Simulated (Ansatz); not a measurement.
**Rock-salt LiF: LA phonon frequency at X by level of theory**

No measured value is used here.

```
level (code)                   value (cm⁻¹)  cell (Å³/atom)
-----------------------------  ------------  --------------
LDA (Ansatz)                              ?            7.47
PBE (Ansatz)                            327            8.42
r²SCAN (Ansatz)                           ?            7.94
B3LYP (VWN-RPA form) (Ansatz)             ?            8.14
HSE06 (Ansatz)                          345            8.06
LC-ωPBE (Ansatz)                        349            8.15
PBE0 (Ansatz)                           346            8.05
r²SCANh (Ansatz)                        366            7.86
Hartree–Fock (Ansatz)                   351            7.96
```

### Question
What belongs in the gaps?

### Answer

- LDA (Ansatz, an electronic-structure program), value (cm⁻¹): 376
- r²SCAN (Ansatz), value (cm⁻¹): 362
- B3LYP (VWN-RPA form) (Ansatz), value (cm⁻¹): 339

Each level is taken at its own relaxed cell. Cutoffs differ between the levels. Ansatz's density-functional and Hartree–Fock values are scalar-relativistic unless marked +SOC, with PAW data made under PBE.
